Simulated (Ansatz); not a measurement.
A calculation with Ansatz (development build ahead of 0.2.0).

```yaml
crystal:
  periodic: [false, false, false]
  atoms:
    - { symbol: B, position_ang: [0.0, 0.0, 0.0] }
    - { symbol: "N", position_ang: [0.92004, 1.22672, 2.65592] }
basis:
  gaussian: { orbitals: STO-3G }
total_charge: 1
magnetization:
  initial_magnetization: 1
hamiltonian:
  xc: hf
correlation:
  method: fci
  frozen_orbitals: { B: 1, "N": 1 }
```

The input is written out in the form of the current development build from the run's settings.

The run gave:

| Property | Result |
| --- | --- |
| Converged | yes |
| Total energy | -77.61053 hartree |
| State | lowest doublet root, of any spatial symmetry |
